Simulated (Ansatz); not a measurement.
Results of PBEsol (PAW; Ansatz, a first-principles code) for rock-salt TiC.

Settings: plane-wave cutoff 520 eV, 22×22×22 k mesh, Fermi–Dirac smearing 0.05 eV, no spin polarisation, scalar-relativistic PAW data made under PBE.

Computed points:

```tsv
V (Å³/atom)	E − E_lowest (meV/atom)
9.296	33.04
9.494	14.20
9.692	3.45
9.890	0.00
10.088	3.17
10.285	12.32
10.483	26.88
```

Estimate the bulk modulus and its pressure derivative from these points.

V0 = 9.891 Å³/atom, B0 = 267 GPa, B′ = 4.0 (fit to the energies at full precision).

Measured, for comparison: bulk modulus 240 GPa (temperature not stated, no zero-point or thermal correction, our sources range from 235 to 268; as tabulated in Krasnenko and Brik (2013), arXiv:1306.3139); equilibrium volume per atom 10.15 Å³/atom (temperature not stated, no zero-point or thermal correction; as tabulated in Zhang et al. (2018), doi:10.1088/1367-2630/aac7f0). Computed (rounded) less measured: bulk modulus not scored (sources differ), equilibrium volume per atom -2.6 %.

Cost on a shared machine: very roughly 70 core-seconds.
